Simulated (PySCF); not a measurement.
C₅H₁₀P (charge +1).
Numbering: `[CH3:1][CH2:2][C:3]1=[CH:4][P@H+:5]1[CH3:6]`

NICS is the negative of the GIAO shielding at a point without a nucleus: at the ring centre (0) and 1 Å above and below it (1); zz is the component along the ring normal. Level: GIAO PBE0/pcSseg-1 (PySCF, non-relativistic, gas phase) on the GFN2-xTB geometry, one conformer.

Ring bond lengths (Å), with Mayer bond orders in brackets: C3–C4 1.336 (1.50), C4–P5 1.776 (1.06), P5–C3 1.801 (1.00).

Q: Give the NICS values of each ring in ppm.

A: 
| ring | type | NICS(0) | NICS(1), two faces | NICS(1)zz, two faces | rms pucker (Å) | centre to ring atoms, mean (Å) |
| --- | --- | --- | --- | --- | --- | --- |
| C3–C4–P5 | 3-membered ring with P; formal bonds 1 double, 2 single | -25.6 | -10.8 / -10.2 | -18.5 / -16.2 | 0.00 | 0.95 |

Q: What do they say, and how far can they be read as aromaticity?

A: 
- C3–C4–P5: mean NICS(1)zz -17.4 ppm, shielded. P5 has four or more neighbours, so the value isn't read as a sign of a π ring current. NICS(0) lies 15 ppm below the mean NICS(1).

Q: How shielded are the nuclei of the rings and their hydrogens (means over atoms taken as equivalent)?

A: 
```csv
atoms,environment,σ isotropic (ppm),"principal values of the symmetric part, first atom (ppm)"
C3,fully substituted alkene carbon,31.5,"-108.9, 59.8, 143.8"
C4,alkene CH carbon,66.3,"-69.0, 83.8, 184.1"
P5,phosphonium phosphorus,501.9,"296.6, 364.3, 844.9"
H on C4,vinylic hydrogen,23.43,"20.8, 22.0, 27.5"
H on P5,P–H hydrogen,26.51,"19.7, 23.2, 36.6"
```

Shape of the structure used: `[CH3:1][CH2:2][C:3]1=[CH:4][P@H+:5]1[CH3:6]`: C1–C2–C3–C4 -3°.
